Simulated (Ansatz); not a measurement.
Harmonic vibrations of ClH$_{5}$Si$_{2}$ (`[SiH3][SiH2]Cl`) by finite differences.

```yaml
crystal:
  periodic: [false, false, false]
  atoms:
    - {symbol: Si, position_ang: [-0.706459, 0.881805, -0.390293]}
    - {symbol: Si, position_ang: [0.573424, -0.938822, 0.325930]}
    - {symbol: Cl, position_ang: [2.431623, -0.252943, 0.908041]}
    - {symbol: H, position_ang: [-2.053039, 0.410125, -0.813029]}
    - {symbol: H, position_ang: [-0.034269, 1.540738, -1.540040]}
    - {symbol: H, position_ang: [-0.854542, 1.855741, 0.722090]}
    - {symbol: H, position_ang: [-0.041819, -1.622835, 1.491372]}
    - {symbol: H, position_ang: [0.777180, -1.930910, -0.759870]}
basis:
  gaussian: {orbitals: def2-TZVP}
hamiltonian: {xc: pbe0, dispersion: d4}
phonons: {temperatures: {t_min: 298.15, t_max: 900, t_step: 200}}
```

```sh
$ ansatz run in.yaml --threads 2 --pin off --events-out ev --progress --plain
```

It prints (some lines left out):

```
Functional definition: PBE0
mean field -28350.45187270 eV, -1041.8598896954 hartree, gradient 5.4e-5 eV, S^2 0.000000; 0 other end points of the search recorded, 0 dependent functions left out
mean field -28350.45176874 eV, -1041.8598858746 hartree, gradient 8.7e-7 eV, S^2 0.000000; 0 other end points of the search recorded, 0 dependent functions left out
mean field -28350.45181505 eV, -1041.8598875768 hartree, gradient 1.2e-6 eV, S^2 0.000000; 0 other end points of the search recorded, 0 dependent functions left out
mean field -28350.45181319 eV, -1041.8598875083 hartree, gradient 1.2e-6 eV, S^2 0.000000; 0 other end points of the search recorded, 0 dependent functions left out
mean field -28350.45178012 eV, -1041.8598862931 hartree, gradient 1.2e-6 eV, S^2 0.000000; 0 other end points of the search recorded, 0 dependent functions left out
mean field -28350.45177453 eV, -1041.8598860875 hartree, gradient 8.5e-7 eV, S^2 0.000000; 0 other end points of the search recorded, 0 dependent functions left out
mean field -28350.45179890 eV, -1041.8598869832 hartree, gradient 1.2e-6 eV, S^2 0.000000; 0 other end points of the search recorded, 0 dependent functions left out
mean field -28350.45180331 eV, -1041.8598871452 hartree, gradient 1.5e-6 eV, S^2 0.000000; 0 other end points of the search recorded, 0 dependent functions left out
mean field -28350.45179425 eV, -1041.8598868124 hartree, gradient 1.2e-6 eV, S^2 0.000000; 0 other end points of the search recorded, 0 dependent functions left out
mean field -28350.45178170 eV, -1041.8598863510 hartree, gradient 9.2e-7 eV, S^2 0.000000; 0 other end points of the search recorded, 0 dependent functions left out
mean field -28350.45180811 eV, -1041.8598873216 hartree, gradient 1.2e-6 eV, S^2 0.000000; 0 other end points of the search recorded, 0 dependent functions left out
mean field -28350.45178904 eV, -1041.8598866209 hartree, gradient 1.0e-6 eV, S^2 0.000000; 0 other end points of the search recorded, 0 dependent functions left out
mean field -28350.45178480 eV, -1041.8598864648 hartree, gradient 1.1e-6 eV, S^2 0.000000; 0 other end points of the search recorded, 0 dependent functions left out
mean field -28350.45186636 eV, -1041.8598894624 hartree, gradient 2.5e-6 eV, S^2 0.000000; 0 other end points of the search recorded, 0 dependent functions left out
mean field -28350.45178735 eV, -1041.8598865586 hartree, gradient 2.3e-6 eV, S^2 0.000000; 0 other end points of the search recorded, 0 dependent functions left out
mean field -28350.45185171 eV, -1041.8598889238 hartree, gradient 1.6e-6 eV, S^2 0.000000; 0 other end points of the search recorded, 0 dependent functions left out
mean field -28350.45187514 eV, -1041.8598897850 hartree, gradient 1.7e-6 eV, S^2 0.000000; 0 other end points of the search recorded, 0 dependent functions left out
mean field -28350.45188088 eV, -1041.8598899959 hartree, gradient 1.6e-6 eV, S^2 0.000000; 0 other end points of the search recorded, 0 dependent functions left out
mean field -28350.45184891 eV, -1041.8598888210 hartree, gradient 1.7e-6 eV, S^2 0.000000; 0 other end points of the search recorded, 0 dependent functions left out
mean field -28350.45182065 eV, -1041.8598877823 hartree, gradient 1.8e-6 eV, S^2 0.000000; 0 other end points of the search recorded, 0 dependent functions left out
mean field -28350.45183216 eV, -1041.8598882054 hartree, gradient 1.9e-6 eV, S^2 0.000000; 0 other end points of the search recorded, 0 dependent functions left out
mean field -28350.45186542 eV, -1041.8598894276 hartree, gradient 1.4e-6 eV, S^2 0.000000; 0 other end points of the search recorded, 0 dependent functions left out
mean field -28350.45185955 eV, -1041.8598892119 hartree, gradient 1.4e-6 eV, S^2 0.000000; 0 other end points of the search recorded, 0 dependent functions left out
mean field -28350.45186070 eV, -1041.8598892543 hartree, gradient 1.2e-6 eV, S^2 0.000000; 0 other end points of the search recorded, 0 dependent functions left out
mean field -28350.45186520 eV, -1041.8598894196 hartree, gradient 1.0e-6 eV, S^2 0.000000; 0 other end points of the search recorded, 0 dependent functions left out
mean field -28350.45184948 eV, -1041.8598888419 hartree, gradient 1.7e-6 eV, S^2 0.000000; 0 other end points of the search recorded, 0 dependent functions left out
mean field -28350.45186443 eV, -1041.8598893913 hartree, gradient 1.5e-6 eV, S^2 0.000000; 0 other end points of the search recorded, 0 dependent functions left out
mean field -28350.45186614 eV, -1041.8598894542 hartree, gradient 1.5e-6 eV, S^2 0.000000; 0 other end points of the search recorded, 0 dependent functions left out
mean field -28350.45184856 eV, -1041.8598888082 hartree, gradient 1.2e-6 eV, S^2 0.000000; 0 other end points of the search recorded, 0 dependent functions left out
mean field -28350.45183144 eV, -1041.8598881789 hartree, gradient 1.6e-6 eV, S^2 0.000000; 0 other end points of the search recorded, 0 dependent functions left out
mean field -28350.45184240 eV, -1041.8598885816 hartree, gradient 1.5e-6 eV, S^2 0.000000; 0 other end points of the search recorded, 0 dependent functions left out
mean field -28350.45185837 eV, -1041.8598891688 hartree, gradient 1.3e-6 eV, S^2 0.000000; 0 other end points of the search recorded, 0 dependent functions left out
mean field -28350.45187493 eV, -1041.8598897770 hartree, gradient 1.1e-6 eV, S^2 0.000000; 0 other end points of the search recorded, 0 dependent functions left out
mean field -28350.45185339 eV, -1041.8598889855 hartree, gradient 1.7e-6 eV, S^2 0.000000; 0 other end points of the search recorded, 0 dependent functions left out
mean field -28350.45183790 eV, -1041.8598884162 hartree, gradient 1.2e-6 eV, S^2 0.000000; 0 other end points of the search recorded, 0 dependent functions left out
mean field -28350.45183765 eV, -1041.8598884071 hartree, gradient 1.8e-6 eV, S^2 0.000000; 0 other end points of the search recorded, 0 dependent functions left out
mean field -28350.45184020 eV, -1041.8598885011 hartree, gradient 1.7e-6 eV, S^2 0.000000; 0 other end points of the search recorded, 0 dependent functions left out
mean field -28350.45185814 eV, -1041.8598891603 hartree, gradient 1.6e-6 eV, S^2 0.000000; 0 other end points of the search recorded, 0 dependent functions left out
mean field -28350.45185847 eV, -1041.8598891722 hartree, gradient 1.6e-6 eV, S^2 0.000000; 0 other end points of the search recorded, 0 dependent functions left out
mean field -28350.45185179 eV, -1041.8598889267 hartree, gradient 1.5e-6 eV, S^2 0.000000; 0 other end points of the search recorded, 0 dependent functions left out
mean field -28350.45186115 eV, -1041.8598892709 hartree, gradient 1.7e-6 eV, S^2 0.000000; 0 other end points of the search recorded, 0 dependent functions left out
mean field -28350.45183746 eV, -1041.8598884003 hartree, gradient 1.8e-6 eV, S^2 0.000000; 0 other end points of the search recorded, 0 dependent functions left out
mean field -28350.45183359 eV, -1041.8598882582 hartree, gradient 1.8e-6 eV, S^2 0.000000; 0 other end points of the search recorded, 0 dependent functions left out
mean field -28350.45186614 eV, -1041.8598894541 hartree, gradient 1.7e-6 eV, S^2 0.000000; 0 other end points of the search recorded, 0 dependent functions left out
mean field -28350.45186453 eV, -1041.8598893950 hartree, gradient 1.4e-6 eV, S^2 0.000000; 0 other end points of the search recorded, 0 dependent functions left out
mean field -28350.45183842 eV, -1041.8598884354 hartree, gradient 1.6e-6 eV, S^2 0.000000; 0 other end points of the search recorded, 0 dependent functions left out
mean field -28350.45185121 eV, -1041.8598889055 hartree, gradient 1.8e-6 eV, S^2 0.000000; 0 other end points of the search recorded, 0 dependent functions left out
mean field -28350.45184131 eV, -1041.8598885417 hartree, gradient 1.7e-6 eV, S^2 0.000000; 0 other end points of the search recorded, 0 dependent functions left out
mean field -28350.45183901 eV, -1041.8598884571 hartree, gradient 1.8e-6 eV, S^2 0.000000; 0 other end points of the search recorded, 0 dependent functions left out
Total energy: -28350.60281708 eV, -1041.8654367991 hartree
Atom 0 at    -0.706459     0.881805    -0.390293 Å, force     0.000708    -0.000258    -0.000279 eV/Å
Atom 1 at     0.573424    -0.938822     0.325930 Å, force     0.001909     0.001434    -0.000047 eV/Å
Atom 2 at     2.431623    -0.252943     0.908041 Å, force    -0.000534    -0.001285     0.000003 eV/Å
Atom 3 at    -2.053039     0.410125    -0.813029 Å, force     0.000075    -0.000748     0.000202 eV/Å
Atom 4 at    -0.034269     1.540738    -1.540040 Å, force    -0.000628     0.000710    -0.000113 eV/Å
Atom 5 at    -0.854542     1.855741     0.722090 Å, force    -0.000446     0.000082     0.000116 eV/Å
Atom 6 at    -0.041819    -1.622835     1.491372 Å, force    -0.000695     0.000350     0.000064 eV/Å
Atom 7 at     0.777180    -1.930910    -0.759870 Å, force    -0.000391    -0.000285     0.000053 eV/Å
Dipole moment:    -0.261471    -0.042990    -0.089038 e Å
Vibrations: 102.76 118.30 350.59 410.74 509.17 549.94 586.23 702.68 800.38 875.62 932.24 932.69 944.67 2215.99 2227.28 2231.98 2232.77 2241.99 cm⁻¹, zero-point energy 1.175745 eV
```

Hardware: 2 threads of a server CPU on a shared host. Wall time 69 s, peak host memory 0.32 GiB.
